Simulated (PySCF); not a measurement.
PySCF input:

```python
from pyscf import gto, scf, dft

mol = gto.M(
    atom='''
    C    -0.00000000    0.00000000   -0.00000000
    Cl    1.03270813    1.04102812    1.00808710
    Cl   -1.00558480   -1.02967179    1.04644180
    Cl   -1.04891159    1.01361708   -1.01923016
    Cl    1.02178826   -1.02497341   -1.03529874
    ''',
    basis='def2-tzvpd',
    charge=0,
    spin=0,
    verbose=4,
)

mf = scf.RHF(mol).density_fit(auxbasis='def2-universal-jkfit')
mf.conv_tol = 1e-9
mf.max_cycle = 100
mf.max_memory = 1500
mf.kernel()
if not mf.converged:
    mf = mf.newton()
    mf.kernel(mf.make_rdm1())
mf.analyze()
```

Predict the final energy.

-1875.88593 Eh (HF/def2-TZVPD).
